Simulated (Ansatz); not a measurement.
Rock-salt TiC, treated with r²SCAN in Ansatz (PAW).

Settings: plane-wave cutoff 600 eV, 16×16×16 k mesh, Fermi–Dirac smearing 0.1 eV, finite displacements, force constants from a 4×4×4 q mesh, no spin polarisation, scalar-relativistic PAW data made under PBE.

Computed at the level's own relaxed cell.

Harmonic phonon frequencies (cm⁻¹; i marks an imaginary mode):

```csv
q point,frequencies
Γ,0 0 0 510 510 510
```

Ansatz is a program for electronic structure.
